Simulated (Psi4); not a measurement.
# AlF2 (SMILES [F][Al][F]) at UHF/heavy-aug-cc-pVDZ (sweep point 3)

Aim: a structure relaxation of AlF2. 

The results are computed with Psi4 1.11.

5 further runs of the same task are left out: 5 set aside as unsound or not needed.

**1. Starting point**

The species is AlF2 (3 atoms), meant as a doublet with charge 0. SMILES: `[F][Al][F]`. The coordinates come from a PBE0-D4/def2-TZVP relaxation. The run starts from this shape.

Bond lengths: F1–Al2 1.647 Å, Al2–F3 1.647 Å. Angles: F1–Al2–F3 119.7°.

**2. A geometry optimisation at UHF/heavy-aug-cc-pVDZ (sweep point 3)**

alf2.py reads:

```python
import psi4

psi4.set_memory(1600000000)
psi4.set_num_threads(1)
psi4.core.set_output_file('output.dat', False)

geom = psi4.geometry("""
0 2
F      0.533000    -1.361200     0.136400
Al     0.388700     0.275400     0.245200
F     -0.932500     1.021000    -0.394800
symmetry c1
""")

psi4.set_options({
    'basis': 'heavy-aug-cc-pVDZ',
    'reference': 'uhf',
    'puream': True,
    'scf_type': 'pk',
    'g_convergence': 'gau_tight',
    'geom_maxiter': 50,
    'maxiter': 150,
})

E, wfn = psi4.optimize("scf", molecule=geom, return_wfn=True)
print(f'scf energy: {E:.10f} Eh')
geom.save_xyz_file('final.xyz', False)
for k, v in sorted(psi4.core.scalar_variables().items()):
    print(f'{k:45s} {v:18.10f}')
```

Run with:

```console
python alf2.py
```

output.dat:

```text
[...]
  Running in c1 symmetry.
[...]
  Nuclear repulsion =   90.260752901983039
[...]
  Multiplicity = 2
[...]
  Nalpha       = 16
  Nbeta        = 15
[...]
    Number of basis functions: 73
[...]
   @UHF iter   1:  -440.83752447992265   -1.05077e+00   7.35745e-03 ADIIS/DIIS
[...]
   @UHF iter   4:  -440.94726012781024   -4.26326e-12   7.50524e-09 DIIS
[...]
   @S^2 Observed:                7.513005464E-01
[...]
    Orbital Energies [Eh]
    ---------------------
    Alpha Occupied:
       1A    -58.558205     2A    -26.280197     3A    -26.280192
       4A     -4.967973     5A     -3.282041     6A     -3.279961
       7A     -3.278560     8A     -1.563884     9A     -1.555456
      10A     -0.714357    11A     -0.676718    12A     -0.647752
      13A     -0.638939    14A     -0.624667    15A     -0.621060
      16A     -0.370073
    Alpha Virtual:
      17A      0.013996    18A      0.035745    19A      0.036017
      20A      0.050649    21A      0.064590    22A      0.120090
      23A      0.120848    24A      0.159907    25A      0.160130
[...]
  @UHF Final Energy:  -440.94726012781024
   => Energetics <=
    Nuclear Repulsion Energy =             90.2228961623264638
    One-Electron Energy =                -796.1409427185005825
    Two-Electron Energy =                 264.9707864283638514
    Total Energy =                       -440.9472601278102388
  UHF NO Occupations:
  HONO-2 :   14  A 1.9998322
  HONO-1 :   15  A 1.9996539
[...]
 Multipole Moments:
 ------------------------------------------------------------------------------------
     Multipole            Electronic (a.u.)      Nuclear  (a.u.)        Total (a.u.)
 ------------------------------------------------------------------------------------
 L = 1.  Multiply by 2.5417464519 to convert [e a0] to [Debye]
 Dipole X            :          0.5563355            0.1749023            0.7312379
 Dipole Y            :          0.3578923            0.1125152            0.4704075
 Dipole Z            :          0.0000000           -0.0000000            0.0000000
 Magnitude           :                                                    0.8694780
[...]
  -Total Gradient:
     Atom            X                  Y                   Z
    ------   -----------------  -----------------  -----------------
       1        0.000001039102    -0.000008184388    -0.000000000000
       2        0.000006014147     0.000003828188     0.000000000000
       3       -0.000007053250     0.000004356199    -0.000000000000
[...]
    Final optimized geometry and variables:
    Molecular point group: c1
    Full point group: Cs
    Geometry (in Angstrom), charge = 0, multiplicity = 2:
    F            0.460460292069    -1.377765594628    -0.000000000000
    AL           0.424177867720     0.272874941525    -0.000000000000
    F           -1.062877841766     0.990228511350     0.000000000000
[...]
```

Standard output:

```text
Some dependencies such as QCElemental have not yet finished migration to pydantic v2. If issues are encountered please downgrade pydantic or upgrade QCElemental as appropriate
	Denominators (dg)(dq) or (dq)(dq) are very small.
	Skipping Hessian update for step 3.
	Denominators (dg)(dq) or (dq)(dq) are very small.
	Skipping Hessian update for step 4.
	Denominators (dg)(dq) or (dq)(dq) are very small.
	Skipping Hessian update for step 3.
Optimizer: Optimization complete!
scf energy: -440.9472601278 Eh
CURRENT ENERGY                                   -440.9472601278
CURRENT REFERENCE ENERGY                         -440.9472601278
DD SOLVATION ENERGY                                 0.0000000000
HF KINETIC ENERGY                                 440.7123769071
HF POTENTIAL ENERGY                              -881.6596370349
HF TOTAL ENERGY                                  -440.9472601278
HF VIRIAL RATIO                                     2.0005329626
NUCLEAR REPULSION ENERGY                           90.2228961623
ONE-ELECTRON ENERGY                              -796.1409427185
OPTIMIZATION ITERATIONS                             5.0000000000
PCM POLARIZATION ENERGY                             0.0000000000
PE ENERGY                                           0.0000000000
SCF ITERATION ENERGY                             -440.9472601278
SCF ITERATIONS                                      4.0000000000
SCF TOTAL ENERGY                                 -440.9472601278
TWO-ELECTRON ENERGY                               264.9707864284
```

Wall time 46 s (1 thread of Intel Xeon Platinum 8259CL at 2.50GHz (Skylake/Cascade Lake), shared host); peak memory 0.39 GiB.

Step by step:

```csv
step,energy from the first frame kept (eV),largest force (eV/Å)
0,0.0000,0.3039
1,-0.0036,0.1226
2,-0.0045,0.0069
3,-0.0045,0.0016
4,-0.0045,0.0004
```

After the run. Bond lengths: F1–Al2 1.651 Å, Al2–F3 1.651 Å. Angles: F1–Al2–F3 117.0°.

**3. Results**

Level: UHF/heavy-aug-cc-pVDZ (sweep point 3).

| quantity | value |
| --- | --- |
| total energy at the end | -440.94726 Eh |
| dipole moment | 2.21 D |
| HOMO energy (highest over α and β) | -10.07 eV |
| LUMO energy (lowest over α and β) | -0.30 eV |
| ⟨S²⟩ | 0.751 |

In words: At the final geometry: Bond lengths: F1–Al2 1.651 Å, Al2–F3 1.651 Å. Angles: F1–Al2–F3 117.0°. The optimisation took 5 steps and changed the energy by -0.004 eV.
